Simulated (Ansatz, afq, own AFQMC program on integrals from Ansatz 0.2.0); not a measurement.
**SiH₂O, singlet in cc-pVDZ, levels against CCSDT(Q)**

```xyz
4

Si    0.0000   -0.1186    0.6062
O     0.0000    0.1621   -1.0273
H     0.0000    1.3666    0.9807
H     0.0000   -0.6354   -1.5633
```

Connectivity, by distances: SiH–OH.

Basis cc-pVDZ. Only valence electrons are correlated. Ansatz 0.2.0 and our own AFQMC program on the same integrals; the CISD trial comes from CCSD amplitudes, and released means the phaseless constraint is let go. Error bars are statistical, one sigma.

Determinant: UHF, the one that the program's search chose, which needn't be the lowest solution. The geometry is a point of a scan.

No full CI on the walks' own integrals is used here; CCSDT(Q) serves as the reference and is uncertain by about the last step of the cluster series.

Cautions: an unrestricted solution with more broken spin lies lower (6 meV, ⟨S²⟩ 0.11), while this determinant keeps restricted orbitals; the released energies are still falling, so no released level is given (meV from the phaseless value at times in 1/Eh: -18 ± 14 at 0.24, 7 ± 14 at 0.51, 7 ± 20 at 0.99, 6 ± 20 at 1.62, -67 ± 28 at 2.40), though the last usable value meets CCSDT(Q) within the noise.

```
T1 diagnostic                               : 0.0181
weight of the determinant in the CISD state : 0.878
⟨S²⟩ of the determinant                     : 0.000
size of the correlated space                : 12 electrons in 36 orbitals
```

```
  level  correlation energy (eV)
    MP2                  -7.4794
   CCSD                  -8.1241
CCSD(T)                  -8.3214
```

Problem. Estimate where phaseless AFQMC with a CISD trial lies against CCSD(T) on the same integrals.

Solution. 14.2 ± 14.6 meV below CCSD(T). The gap is under twice the noise, so this walk alone can't tell the two apart.

Reference: CCSDT(Q), correlation energy -8.362 eV.

```
        level  E − E(reference) (meV)  share of correlation (%)
      CCSD(T)                    40.7                     99.51
        CCSDT                    23.3                     99.72
ph-AFQMC/CISD             26.5 ± 14.6                     99.68
```

A walk keeps the symmetry of its determinant, which the program's search chose and which needn't be the lowest solution, so a lower state of the same spin and another symmetry isn't excluded.
